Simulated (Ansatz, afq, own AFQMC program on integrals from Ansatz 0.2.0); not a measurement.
# C$_{2}$H$_{2}$, singlet in cc-pVDZ, levels against CCSDT(Q)

```xyz
4

C     0.0000    0.0000    0.6203
C     0.0000    0.0000   -0.8278
H     0.0000   -1.0542    1.2364
H     0.0000    1.0542    1.2364
```

Connectivity, by distances: CH2–C.

Basis cc-pVDZ. Only valence electrons are correlated. Ansatz 0.2.0 and our own AFQMC program on the same integrals; the CISD trial comes from CCSD amplitudes, and released means the phaseless constraint is let go. Free AFQMC starts from the CCSD state and is never constrained. Its projection time is finite, and what remains of the start isn't in its error. Error bars are statistical, one sigma.

Determinant: RHF, the one that the program's search chose, which needn't be the lowest solution. The geometry is a point of a scan.

No full CI on the walks' own integrals is used here; CCSDT(Q) serves as the reference and is uncertain by about the last step of the cluster series.

Cautions: higher spins were not checked; restricted determinant unstable towards unrestricted (UHF 132 meV lower, ⟨S²⟩ 0.53).

The T1 diagnostic is 0.0190 and the weight of the determinant in the CISD state is 0.858. The size of the correlated space is 10 electrons in 36 orbitals.

| level | correlation energy (eV) |
| --- | --- |
| MP2 | -6.6226 |
| CCSD | -7.5216 |
| CCSD(T) | -7.8407 |

(1) Estimate where free-projection AFQMC lies against CCSD(T) on the same integrals.

(1) 1.13 ± 0.86 mEh below CCSD(T). The gap is under twice the noise, so this walk alone can't tell the two apart.

Reference: CCSDT(Q), correlation energy -7.895 eV. The released energy is read at 2.40 1/Eh (meV from the phaseless value at times in 1/Eh: 0 ± 20 at 0.24, -5 ± 14 at 0.51, -22 ± 16 at 0.99, -34 ± 18 at 1.62, -38 ± 27 at 2.40).

```tsv
level	E − E(reference) (mEh)	share of correlation (%)
CCSD(T)	1.98	99.32
CCSDT	0.93	99.68
ph-AFQMC/HF	2.28 ± 2.97	99.21
ph-AFQMC/CISD	0.65 ± 0.66	99.78
released AFQMC	-0.75 ± 1.00	100.26
free AFQMC	0.85 ± 0.86	99.71
```

Free projections are given only where their last times agree within the noise and don't stop above the reference; a slow remainder of the start can still hide under it. A walk keeps the symmetry of its determinant, which the program's search chose and which needn't be the lowest solution, so a lower state of the same spin and another symmetry isn't excluded. Released energies are given only where the last usable release times agree within the noise; a slower fall can still hide under it.
